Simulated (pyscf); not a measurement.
## Concerted two-bond exchange: H₃Si–SeH (SMILES [SiH3][SeH]) -> H₃Si–SeH (SMILES [SiH3][SeH])

Gas phase, singlet surface, charge 0. Bonds broken: Se1–H4, Si2–H3. Bonds formed: Se1–H3, Si2–H4. Structures and frequencies: ωB97X-D3(BJ)/def2-SVP in PySCF. MP2 and CC: frozen core, UHF for open shells. ΔMP2 is the change of the MP2 total energy from the triple- to the quadruple-zeta basis.

Transition state (Å):

```xyz
6

Se    -0.5088     1.3644     0.2015
Si     0.5965    -0.3816    -0.1571
H      0.7284     2.0202    -0.8702
H     -1.4404     0.2262     1.1740
H      1.7911    -0.3567    -1.0361
H      0.2021    -1.6706     0.4620
```

One imaginary mode, 230i cm⁻¹; descent along it reached the two sides named.

```json
[
 {"bond": "Se1–H4", "change": "breaks", "reactant side (Å)": "1.467", "saddle": "1.763", "product side": "3.0"},
 {"bond": "Si2–H3", "change": "breaks", "reactant side (Å)": "1.488", "saddle": "2.509", "product side": "2.8"},
 {"bond": "Se1–H3", "change": "forms", "reactant side (Å)": "3.0", "saddle": "1.763", "product side": "1.467"},
 {"bond": "Si2–H4", "change": "forms", "reactant side (Å)": "2.8", "saddle": "2.508", "product side": "1.488"}
]
```

Electronic energies relative to the reactant's lowest minimum found (kJ/mol):

```tsv
level	barrier	reaction energy	reverse barrier
ωB97X-D3(BJ)/def2-TZVP	457.9	0.0	457.9
PBE/def2-TZVP	393.5	0.0	393.5
r²SCAN/def2-TZVP	423.4	0.0	423.4
B3LYP-D3(BJ)/def2-TZVP	421.9	0.0	421.9
PBE0-D3(BJ)/def2-TZVP	427.8	0.0	427.8
M06-2X/def2-TZVP	449.3	0.0	449.3
ωB97M-D3(BJ)/def2-TZVP	449.3	0.0	449.3
HF/def2-TZVP	514.3	0.0	514.3
MP2/def2-QZVPP	455.7	0.0	455.7
CCSD/def2-TZVPP	459.9	0.0	459.9
CCSD(T)/def2-TZVPP	444.7	0.0	444.7
CCSD(T)/def2-TZVPP + ΔMP2(QZVPP)	443.6	0.0	443.6
```

With CCSD(T)/def2-TZVPP + ΔMP2(QZVPP) energies and thermal terms (ideal gas, 1 atm, RRHO with modes under 100 cm⁻¹ raised to 100, one conformer, R ln 2 for rigid chiral ones), in kJ/mol:

```csv
T (K),ΔH‡,ΔG‡,ΔH,ΔG
298,424.8,428.1,0.0,0.0
600,424.9,431.5,0.0,0.0
900,425.0,434.7,0.0,0.0
1200,424.5,438.0,0.0,0.0
```

The same reactants have a lower exit, to H₂Si=Se + H₂ (barrier +213.3 kJ/mol at ωB97M-D3(BJ), against +449.3 kJ/mol here). One saddle was located; it need not be the lowest between these sides. The CCSD(T) − MP2 part came from Ansatz, without density fitting, on the same reference. The frozen core leaves the outer d or s,p core shells of the metals and heavy elements correlated in the MP2 and CC values, and def2-TZVPP describes them poorly, which can shift differences by a few kcal/mol. Elements up to Kr have no core potential and no relativistic terms here.
